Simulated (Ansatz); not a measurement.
**UCCSD/ANO-RCC-MB (start density atoms) run of CH4Si (SMILES [CH][SiH3])**

What is the energy change on altering one bond length of CH4Si at UCCSD/ANO-RCC-MB (start density atoms)? 

Program for the calculation: Ansatz 0.2.0.

2 further runs of the same task are left out: 1 that didn't finish, 1 set aside as unsound or not needed. Runs told in other sessions of the task aren't counted.

### 1 The structure to begin with

CH4Si has 6 atoms, charge 0, and is taken as a triplet. SMILES: `[CH][SiH3]`. The shape is that of a GFN2-xTB optimisation.

Bond lengths: C1–Si2 1.808 Å, C1–H3 1.070 Å, Si2–H4 1.473 Å, Si2–H5 1.473 Å, Si2–H6 1.464 Å. Angles: C1–Si2–H4 110.4°, C1–Si2–H5 110.4°, C1–Si2–H6 109.0°, Si2–C1–H3 147.9°, H4–Si2–H5 108.7°, H4–Si2–H6 109.2°, H5–Si2–H6 109.2°.

### 2 Energy and gradient at UCCSD/ANO-RCC-MB (start density atoms)

input.yaml

```yaml
crystal:
  periodic: [false, false, false]
  atoms:
    - {symbol: C, position_ang: [0.667310, -0.852170, 0.734600]}
    - {symbol: Si, position_ang: [-0.258900, 0.404300, -0.178590]}
    - {symbol: H, position_ang: [1.137890, -1.813490, 0.730980]}
    - {symbol: H, position_ang: [-1.544120, -0.143200, -0.644620]}
    - {symbol: H, position_ang: [0.511450, 0.860970, -1.347520]}
    - {symbol: H, position_ang: [-0.513620, 1.543590, 0.705170]}
basis:
  gaussian: {orbitals: ANO-RCC-MB.json}
correlation: {method: ccsd, electrons: all}
output: {forces: true, orbitals: {seedname: orbitals}}
magnetization: {spin_polarized: true, initial_magnetization: 2}
hamiltonian: {pseudopotentials: {relativity: none}}
accuracy: high
```

The basis set ANO-RCC-MB is read from a file made from the Basis Set Exchange's data (not shown).

Launch:

```sh
$ ansatz run input.yaml --threads 1 --pin off --max-ram 2610MiB --events-out events.jsonl --progress --plain --runs-dir runs
```

The log of the run (excerpt; [...] marks lines left out):

```text
Warning: RAYON_NUM_THREADS=1 ignored (pool sized by the plan → 1); use --threads N
Functional definition: HF
  name "HF"
[...]
396 factors; integrals over basis functions are off by at most 3.1e-9 eV
[...]
mean field -8946.21179985 eV, -328.7672196844 hartree, gradient 1.3e-8 eV, S^2 2.032855; 0 other end points of the search recorded, 0 dependent functions left out
reference -8946.21179985 eV, -328.7672196844 hartree; 13, 11 occupied and 5, 7 virtual orbitals, 396 factors
second order -1.53589377 eV of doubles, -0.00000000 eV of singles
cycle   1  -1.98746754 eV  change   -4.5e-1 eV  update   5.9e-2
[...]
cycle  20  -2.28045576 eV  change    2.0e-9 eV  update   2.4e-9
[...]
WARN: the results are in doubt because the basis set is contracted for relativity, which is off
Total energy: -8948.49225561 eV, -328.8510248878 hartree
Atom 0 at     0.667310    -0.852170     0.734600 Å, force    -0.065813     1.275981     1.653083 eV/Å
Atom 1 at    -0.258900     0.404300    -0.178590 Å, force    -0.194617     0.097837    -0.422101 eV/Å
Atom 2 at     1.137890    -1.813490     0.730980 Å, force     1.536363    -3.212347    -0.118393 eV/Å
Atom 3 at    -1.544120    -0.143200    -0.644620 Å, force    -1.880408    -0.688450    -0.713180 eV/Å
Atom 4 at     0.511450     0.860970    -1.347520 Å, force     1.031453     0.735050    -1.710563 eV/Å
Atom 5 at    -0.513620     1.543590     0.705170 Å, force    -0.426978     1.791930     1.311154 eV/Å
Dipole moment:     0.019103    -0.051333    -0.018079 e Å
In doubt: the basis set is contracted for relativity, which is off
```

Wall time 4.2 s (1 thread of Arm Neoverse V2, shared host).

### 3 The distorted shape

input.yaml

```yaml
crystal:
  periodic: [false, false, false]
  atoms:
    - {symbol: C, position_ang: [0.620233, -0.755999, 0.734962]}
    - {symbol: Si, position_ang: [-0.305977, 0.500471, -0.178228]}
    - {symbol: H, position_ang: [1.137890, -1.813490, 0.730980]}
    - {symbol: H, position_ang: [-1.591197, -0.047029, -0.644258]}
    - {symbol: H, position_ang: [0.464373, 0.957141, -1.347158]}
    - {symbol: H, position_ang: [-0.560697, 1.639761, 0.705532]}
basis:
  gaussian: {orbitals: ANO-RCC-MB.json}
correlation: {method: ccsd, electrons: all}
output: {forces: true, orbitals: {seedname: orbitals}}
magnetization: {spin_polarized: true, initial_magnetization: 2}
hamiltonian: {pseudopotentials: {relativity: none}}
accuracy: high
```

The basis set ANO-RCC-MB is read from a file made from the Basis Set Exchange's data (not shown).

Launch:

```sh
$ ansatz run input.yaml --threads 1 --pin off --max-ram 2610MiB --events-out events.jsonl --progress --plain --runs-dir runs
```

The log of the run (excerpt; [...] marks lines left out):

```text
Warning: RAYON_NUM_THREADS=1 ignored (pool sized by the plan → 1); use --threads N
Functional definition: HF
  name "HF"
[...]
395 factors; integrals over basis functions are off by at most 3.1e-9 eV
[...]
mean field -8946.25415221 eV, -328.7687761048 hartree, gradient 1.9e-8 eV, S^2 2.037868; 0 other end points of the search recorded, 0 dependent functions left out
reference -8946.25415221 eV, -328.7687761048 hartree; 13, 11 occupied and 5, 7 virtual orbitals, 395 factors
second order -1.59087075 eV of doubles, -0.00000000 eV of singles
cycle   1  -2.06231212 eV  change   -4.7e-1 eV  update   6.1e-2
[...]
cycle  21  -2.37692779 eV  change   7.1e-10 eV  update   1.1e-9
[...]
WARN: the results are in doubt because the basis set is contracted for relativity, which is off
Total energy: -8948.63108000 eV, -328.8561265901 hartree
Atom 0 at     0.620233    -0.755999     0.734962 Å, force     1.818222    -2.492943     1.754144 eV/Å
Atom 1 at    -0.305977     0.500471    -0.178228 Å, force    -0.237137     0.130239    -0.500550 eV/Å
Atom 2 at     1.137890    -1.813490     0.730980 Å, force    -0.294288     0.506866    -0.134008 eV/Å
Atom 3 at    -1.591197    -0.047029    -0.644258 Å, force    -1.887748    -0.680381    -0.718895 eV/Å
Atom 4 at     0.464373     0.957141    -1.347158 Å, force     1.026217     0.744183    -1.717021 eV/Å
Atom 5 at    -0.560697     1.639761     0.705532 Å, force    -0.425266     1.792035     1.316330 eV/Å
Dipole moment:     0.024615    -0.061157    -0.016050 e Å
In doubt: the basis set is contracted for relativity, which is off
```

It took 4.2 s on 1 thread of Arm Neoverse V2, shared host.

### 4 Outcome

At UCCSD/ANO-RCC-MB (start density atoms):

```
                                                                   quantity          value
                                                  first shape: total energy  -328.85102 Eh
                            first shape: dipole moment (correlated density)         0.28 D
    first shape: HOMO energy (Hartree–Fock orbitals) (highest over α and β)      -11.81 eV
     first shape: LUMO energy (Hartree–Fock orbitals) (lowest over α and β)        4.34 eV
                                            first shape: correlation energy      -83.8 mEh
                             first shape: ⟨S²⟩ of the reference determinant          2.033
                                                 first shape: T1 diagnostic          0.006
                                      first shape: largest force on an atom     3.563 eV/Å
                                              distorted shape: total energy  -328.85613 Eh
                        distorted shape: dipole moment (correlated density)         0.33 D
distorted shape: HOMO energy (Hartree–Fock orbitals) (highest over α and β)      -11.67 eV
 distorted shape: LUMO energy (Hartree–Fock orbitals) (lowest over α and β)        4.45 eV
                                        distorted shape: correlation energy      -87.4 mEh
                         distorted shape: ⟨S²⟩ of the reference determinant          2.038
                                             distorted shape: T1 diagnostic          0.006
                                  distorted shape: largest force on an atom     3.549 eV/Å
          energy change with the C1–H3 bond stretched from 1.070 to 1.177 Å      -0.139 eV
```

**Reading.** With the C1–H3 bond stretched from 1.070 to 1.177 Å the energy falls by 0.14 eV (13.4 kJ/mol). The first shape isn't relaxed at this level, so the change isn't measured from a minimum. The minimal basis adds a large error of its own. The largest force (first shape) is 3.56 eV/Å: the shape isn't a stationary point for this species at this level. The basis (first shape) was made for a relativistic Hamiltonian, but the run is non-relativistic. The basis (distorted shape) was made for a relativistic Hamiltonian, but the run is non-relativistic.
